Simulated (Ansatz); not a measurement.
[Br···H···F], doublet: the ladder up to UCCSDT(Q)

Geometry: a point of a hydrogen-transfer path between rigid fragments, not a stationary point.

```xyz
3

Br    0.0000    0.0000   -1.5110
H     0.0000    0.0000    0.0090
F     0.0000    0.0000    1.5020
```

Basis cc-pVDZ; Ansatz 0.2.0. Correlated methods freeze the noble-gas cores and the filled d shells of p-block atoms, which leaves 15 electrons in 31 orbitals. Prefix R: restricted or restricted open-shell reference; prefix U: unrestricted. Active spaces: pair = (3e, 3o) about the gap; valence = (15e, 9o) chosen from the atoms' valence shells. No spin–orbit coupling is included, and no scalar relativity.

Full CI isn't at hand for all of this; UCCSDT(Q) serves as the reference, and is uncertain by about the last step of the cluster series. The frozen core follows each run's orbitals, which can shift R against U totals by a few meV for light atoms and by up to 0.1 eV past Ca.

- UHF ⟨S²⟩: 0.773
- T1 diagnostic (RCCSD): 0.0290
- largest doubles amplitude (RCCSD): 0.076
- T1 diagnostic (UCCSD): 0.0196

```
   level  E − E(UCCSDT(Q)) (kJ/mol)  share of correlation (%)  wall time
     UHF                      811.1                      1.86          –
    UMP2                       88.2                     89.33          –
   UCCSD                       13.5                     98.37          –
UCCSD(T)                        2.6                     99.68       13 s
  UCCSDT                        1.2                     99.85          –
```

The correlation energy at UCCSDT(Q), counted from the determinant under the R cluster runs, is -8.565 eV. That run took 32 s on 1 thread of Intel Xeon Platinum 8259CL, shared host.

Run but not shown, since their state or frozen core can't be matched to the reference's or they repeat it: RHF, RMP2, CISD, RCCSD, RCCSD(T), BCCD(T), RCCSDT, RCCSDT(Q), CASSCF (pair space), NEVPT2 (pair space), MRCISD (pair space), MRCISD+Q (pair space), CASSCF (valence space), NEVPT2 (valence space), MRCISD (valence space), MRCISD+Q (valence space).

Times hold each run's SCF and search for its determinant on a shared host, so for small cases they say little of a method's own cost; they ran on 1 thread of Intel Xeon Platinum 8259CL.
